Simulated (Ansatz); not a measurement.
Born–Oppenheimer molecular dynamics of FH3OSi (6 atoms, charge 0, multiplicity 1). It starts from a relaxed structure.

These are results of RKS BLYP-D4/def2-SVP (Ansatz 0.2.0), not measurements.

```
ensemble        : NVT, Nosé–Hoover chain
time step       : 0.5 fs
steps asked     : 150
set temperature : 300 K
thermostat      : time constant 100 fs, chain length 3 (defaults)
seed            : 935630
```

Frames 0.5 fs apart, positions in Å, forces in eV/Å.

Velocities at 15.0 fs (Å/ps):

```
Si -0.92 -0.27 -2.18
O 0.73 -0.58 2.50
H 8.17 14.25 4.00
F -0.41 0.06 1.22
H 10.08 -2.17 3.73
H 3.55 3.42 -9.71
```

```xyz
6
Properties=species:S:1:pos:R:3:forces:R:3 time_fs=15.0 energy_less_start_eV=0.112 T=84
Si -0.135 0.075 -0.032 -0.13 -1.11 -0.30
O -0.450 0.211 1.589 -0.11 0.81 0.05
H -0.029 -0.521 2.054 0.13 -0.41 0.56
F 1.475 -0.155 -0.260 0.02 0.44 -0.11
H -0.713 1.223 -0.776 0.19 0.20 0.09
H -0.711 -1.242 -0.461 -0.10 0.08 -0.29
6
Properties=species:S:1:pos:R:3:forces:R:3 time_fs=15.5 energy_less_start_eV=0.111 T=87
Si -0.136 0.075 -0.033 -0.08 -1.14 -0.20
O -0.449 0.211 1.590 -0.18 0.91 -0.09
H -0.025 -0.514 2.057 0.20 -0.52 0.63
F 1.475 -0.155 -0.259 0.02 0.43 -0.11
H -0.708 1.222 -0.774 0.15 0.26 0.05
H -0.709 -1.240 -0.466 -0.11 0.06 -0.28
6
Properties=species:S:1:pos:R:3:forces:R:3 time_fs=16.0 energy_less_start_eV=0.108 T=93
Si -0.136 0.075 -0.034 -0.04 -1.16 -0.09
O -0.449 0.211 1.592 -0.20 0.93 -0.18
H -0.020 -0.509 2.061 0.22 -0.55 0.64
F 1.475 -0.155 -0.259 0.03 0.43 -0.10
H -0.703 1.222 -0.772 0.11 0.31 0.02
H -0.708 -1.238 -0.472 -0.13 0.05 -0.28
6
Properties=species:S:1:pos:R:3:forces:R:3 time_fs=16.5 energy_less_start_eV=0.102 T=103
Si -0.136 0.075 -0.035 0.00 -1.18 0.01
O -0.449 0.211 1.593 -0.17 0.86 -0.21
H -0.015 -0.505 2.067 0.20 -0.49 0.59
F 1.475 -0.155 -0.258 0.03 0.42 -0.10
H -0.697 1.222 -0.770 0.08 0.35 -0.01
H -0.706 -1.236 -0.478 -0.14 0.03 -0.27
6
Properties=species:S:1:pos:R:3:forces:R:3 time_fs=17.0 energy_less_start_eV=0.096 T=116
Si -0.137 0.074 -0.036 0.04 -1.18 0.11
O -0.448 0.211 1.594 -0.10 0.72 -0.19
H -0.009 -0.502 2.074 0.12 -0.36 0.48
F 1.474 -0.155 -0.258 0.04 0.41 -0.10
H -0.691 1.224 -0.768 0.05 0.39 -0.03
H -0.706 -1.234 -0.486 -0.15 0.02 -0.27
6
Properties=species:S:1:pos:R:3:forces:R:3 time_fs=17.5 energy_less_start_eV=0.089 T=129
Si -0.137 0.074 -0.038 0.07 -1.18 0.20
O -0.448 0.211 1.595 0.01 0.53 -0.12
H -0.003 -0.500 2.082 0.02 -0.18 0.33
F 1.474 -0.154 -0.257 0.04 0.40 -0.10
H -0.684 1.226 -0.765 0.02 0.41 -0.05
H -0.705 -1.231 -0.493 -0.16 0.01 -0.26
6
Properties=species:S:1:pos:R:3:forces:R:3 time_fs=18.0 energy_less_start_eV=0.083 T=141
Si -0.138 0.073 -0.039 0.10 -1.16 0.27
O -0.448 0.212 1.596 0.12 0.32 -0.04
H 0.003 -0.498 2.091 -0.11 0.02 0.17
F 1.474 -0.154 -0.256 0.05 0.39 -0.10
H -0.678 1.229 -0.764 0.01 0.42 -0.06
H -0.705 -1.229 -0.502 -0.17 0.01 -0.25
6
Properties=species:S:1:pos:R:3:forces:R:3 time_fs=18.5 energy_less_start_eV=0.078 T=150
Si -0.138 0.072 -0.040 0.12 -1.13 0.34
O -0.448 0.212 1.597 0.24 0.11 0.05
H 0.009 -0.497 2.101 -0.23 0.22 0.00
F 1.474 -0.154 -0.256 0.05 0.37 -0.10
H -0.672 1.233 -0.762 -0.01 0.41 -0.05
H -0.706 -1.227 -0.511 -0.17 0.01 -0.23
6
Properties=species:S:1:pos:R:3:forces:R:3 time_fs=19.0 energy_less_start_eV=0.075 T=158
Si -0.139 0.071 -0.041 0.13 -1.08 0.39
O -0.447 0.213 1.599 0.34 -0.07 0.12
H 0.014 -0.495 2.110 -0.33 0.39 -0.15
F 1.474 -0.153 -0.255 0.06 0.36 -0.10
H -0.665 1.239 -0.760 -0.01 0.39 -0.04
H -0.706 -1.224 -0.521 -0.18 0.02 -0.22
6
Properties=species:S:1:pos:R:3:forces:R:3 time_fs=19.5 energy_less_start_eV=0.071 T=164
Si -0.139 0.070 -0.042 0.13 -1.02 0.43
O -0.447 0.213 1.600 0.42 -0.20 0.16
H 0.018 -0.492 2.119 -0.42 0.51 -0.27
F 1.474 -0.153 -0.255 0.06 0.34 -0.10
H -0.659 1.245 -0.759 -0.01 0.35 -0.02
H -0.708 -1.222 -0.531 -0.18 0.02 -0.20
6
Properties=species:S:1:pos:R:3:forces:R:3 time_fs=20.0 energy_less_start_eV=0.068 T=172
Si -0.140 0.069 -0.043 0.12 -0.95 0.46
O -0.447 0.214 1.601 0.46 -0.29 0.17
H 0.022 -0.487 2.128 -0.46 0.57 -0.35
F 1.473 -0.152 -0.254 0.06 0.32 -0.10
H -0.653 1.252 -0.757 -0.01 0.30 0.00
H -0.709 -1.220 -0.541 -0.17 0.04 -0.18
6
Properties=species:S:1:pos:R:3:forces:R:3 time_fs=20.5 energy_less_start_eV=0.063 T=181
Si -0.140 0.068 -0.044 0.11 -0.86 0.48
O -0.446 0.214 1.602 0.46 -0.32 0.13
H 0.024 -0.482 2.135 -0.47 0.58 -0.39
F 1.473 -0.152 -0.254 0.06 0.30 -0.10
H -0.647 1.260 -0.756 0.00 0.24 0.03
H -0.711 -1.217 -0.552 -0.17 0.05 -0.15
```

Of the whole run (75 fs, mean temperature of the second half 162 K): The conserved energy stayed within 0.066 meV per atom of its start (net change 0.032 meV per atom), so the integration is sound. The mean temperature of the second half is 46 % below the set value. A run of 0.075 ps of so small a system gives no equilibrium averages.

The run took 3.2 min on 1 thread of Arm Neoverse V1, with other jobs on the host, peak memory 0.098 GiB.
